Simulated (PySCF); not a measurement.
Isomers of C2H2O. Gas-phase values, no solvent. Strings in code marks are SMILES.

All values below come from PBE-D3(BJ)/def2-TZVP // B3LYP-D3(BJ)/def2-TZVP run with PySCF. 

```csv
species,HOMO–LUMO gap (eV),HOMO (eV),dipole moment (D)
`C1=CO1`,2.90,-4.35,2.30
`C#CO`,5.42,?,1.77
`O=C=C`,3.78,?,1.35
```

Q: Some entries are withheld; supply them.

A: 
- `C#CO`, HOMO (eV): -5.99
- `O=C=C`, HOMO (eV): -5.87
